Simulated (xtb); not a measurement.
SiH₂, SMILES [SiH2] (connectivity only; charge and spin as stated), neutral, multiplicity 1. All values are semi-empirical tight-binding results from xtb (GFN2-xTB unless named), good for trends rather than for accurate numbers. Coordinates come from a GFN2-xTB optimisation. The isomer is the one that the SMILES or the coordinates give; other isomers of the formula were not compared.

Q: Estimate the properties. (The exact figures need the calculation; the answer reports its results.)

A: 
The point group as xtb finds it comes out as C2v and the orbital gap is 2.17 eV. The dipole moment comes out as 0.41 D, the zero-point energy is 7.2 kcal/mol and the G − E(el) at 298.15 K (modified RRHO) comes out as -5.1 kcal/mol. The static polarisability (D4 model) comes out as 37.6 bohr³ and the solvation energy, GFN2-xTB/ALPB(water) is 2.1 kcal/mol. The solvation energy, GFN2-xTB/ALPB(acetone) is 1.5 kcal/mol.
